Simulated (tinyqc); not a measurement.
Worked calculation: ROHF in the sto-3g basis, for CH2, spin multiplicity 3. One step of it, computed by the program tinyqc.

Problem. Iteration 1: Roothaan effective Fock matrix. With projectors Pc = D(beta) S, Po = (D(alpha) - D(beta)) S, Pv = 1 - D(alpha) S, the block xy is Px^T F Py; with Fc = (F(alpha) + F(beta))/2, the blocks are Fc for cc, oo, vv and cv, F(beta) for co and F(alpha) for ov.

F(alpha) (hartree), order 1C 1s, 1C 2s, 1C 2px, 1C 2py, 1C 2pz, 2H 1s, 3H 1s:
$$\begin{pmatrix}
-9.991341 & -2.774045 & 0.000000 & 0.000000 & 0.004661 & -0.771207 & -0.771207 \\
-2.774045 & -1.248902 & 0.000000 & 0.000000 & -0.109663 & -0.606570 & -0.606570 \\
0.000000 & 0.000000 & 0.048767 & 0.000000 & 0.000000 & 0.000000 & 0.000000 \\
0.000000 & 0.000000 & 0.000000 & -0.055438 & 0.000000 & -0.211506 & 0.211506 \\
0.004661 & -0.109663 & 0.000000 & 0.000000 & -0.033856 & -0.194653 & -0.194653 \\
-0.771207 & -0.606570 & 0.000000 & -0.211506 & -0.194653 & -0.259601 & -0.247427 \\
-0.771207 & -0.606570 & 0.000000 & 0.211506 & -0.194653 & -0.247427 & -0.259601
\end{pmatrix}$$

F(beta) (hartree), order 1C 1s, 1C 2s, 1C 2px, 1C 2py, 1C 2pz, 2H 1s, 3H 1s:
$$\begin{pmatrix}
-9.945508 & -2.717865 & 0.000000 & 0.000000 & -0.009018 & -0.755797 & -0.755797 \\
-2.717865 & -0.853505 & 0.000000 & 0.000000 & -0.435992 & -0.518114 & -0.518114 \\
0.000000 & 0.000000 & 0.783707 & 0.000000 & 0.000000 & 0.000000 & 0.000000 \\
0.000000 & 0.000000 & 0.000000 & 0.044217 & 0.000000 & -0.194730 & 0.194730 \\
-0.009018 & -0.435992 & 0.000000 & 0.000000 & 0.526443 & -0.220990 & -0.220990 \\
-0.755797 & -0.518114 & 0.000000 & -0.194730 & -0.220990 & -0.225525 & -0.222724 \\
-0.755797 & -0.518114 & 0.000000 & 0.194730 & -0.220990 & -0.222724 & -0.225525
\end{pmatrix}$$

D(alpha) at the start, order 1C 1s, 1C 2s, 1C 2px, 1C 2py, 1C 2pz, 2H 1s, 3H 1s:
$$\begin{pmatrix}
1.075454 & -0.329234 & 0.000000 & 0.000000 & -0.039314 & 0.048945 & 0.048945 \\
-0.329234 & 1.424828 & 0.000000 & 0.000000 & 0.238599 & -0.206298 & -0.206298 \\
0.000000 & 0.000000 & 1.000000 & 0.000000 & 0.000000 & 0.000000 & 0.000000 \\
0.000000 & 0.000000 & 0.000000 & 1.226824 & 0.000000 & -0.175310 & 0.175310 \\
-0.039314 & 0.238599 & 0.000000 & 0.000000 & 1.151774 & -0.159539 & -0.159539 \\
0.048945 & -0.206298 & 0.000000 & -0.175310 & -0.159539 & 0.068982 & 0.018879 \\
0.048945 & -0.206298 & 0.000000 & 0.175310 & -0.159539 & 0.018879 & 0.068982
\end{pmatrix}$$

D(beta) at the start, order 1C 1s, 1C 2s, 1C 2px, 1C 2py, 1C 2pz, 2H 1s, 3H 1s:
$$\begin{pmatrix}
1.059726 & -0.265009 & 0.000000 & 0.000000 & -0.148001 & 0.053077 & 0.053077 \\
-0.265009 & 1.162553 & 0.000000 & 0.000000 & 0.682442 & -0.223169 & -0.223169 \\
0.000000 & 0.000000 & 0.000000 & 0.000000 & 0.000000 & 0.000000 & 0.000000 \\
0.000000 & 0.000000 & 0.000000 & 1.226824 & 0.000000 & -0.175310 & 0.175310 \\
-0.148001 & 0.682442 & 0.000000 & 0.000000 & 0.400665 & -0.130988 & -0.130988 \\
0.053077 & -0.223169 & 0.000000 & -0.175310 & -0.130988 & 0.067897 & 0.017794 \\
0.053077 & -0.223169 & 0.000000 & 0.175310 & -0.130988 & 0.017794 & 0.067897
\end{pmatrix}$$

overlap S, order 1C 1s, 1C 2s, 1C 2px, 1C 2py, 1C 2pz, 2H 1s, 3H 1s:
$$\begin{pmatrix}
1.000000 & 0.248362 & 0.000000 & 0.000000 & 0.000000 & 0.067541 & 0.067541 \\
0.248362 & 1.000000 & 0.000000 & 0.000000 & 0.000000 & 0.510928 & 0.510928 \\
0.000000 & 0.000000 & 1.000000 & 0.000000 & 0.000000 & 0.000000 & 0.000000 \\
0.000000 & 0.000000 & 0.000000 & 1.000000 & 0.000000 & 0.380781 & -0.380781 \\
0.000000 & 0.000000 & 0.000000 & 0.000000 & 1.000000 & 0.290465 & 0.290465 \\
0.067541 & 0.510928 & 0.000000 & 0.380781 & 0.290465 & 1.000000 & 0.197745 \\
0.067541 & 0.510928 & 0.000000 & -0.380781 & 0.290465 & 0.197745 & 1.000000
\end{pmatrix}$$

Give: effective F.

Solution.

effective F (hartree), order 1C 1s, 1C 2s, 1C 2px, 1C 2py, 1C 2pz, 2H 1s, 3H 1s:
$$\begin{pmatrix}
-9.9682 & -2.7378 & 0.0000 & 0.0000 & -0.0151 & -0.7628 & -0.7628 \\
-2.7378 & -1.0173 & 0.0000 & 0.0000 & -0.2912 & -0.5514 & -0.5514 \\
0.0000 & 0.0000 & 0.4162 & 0.0000 & 0.0000 & 0.0000 & 0.0000 \\
0.0000 & 0.0000 & 0.0000 & -0.0056 & 0.0000 & -0.2031 & 0.2031 \\
-0.0151 & -0.2912 & 0.0000 & 0.0000 & 0.2146 & -0.2228 & -0.2228 \\
-0.7628 & -0.5514 & 0.0000 & -0.2031 & -0.2228 & -0.2410 & -0.2336 \\
-0.7628 & -0.5514 & 0.0000 & 0.2031 & -0.2228 & -0.2336 & -0.2410
\end{pmatrix}$$
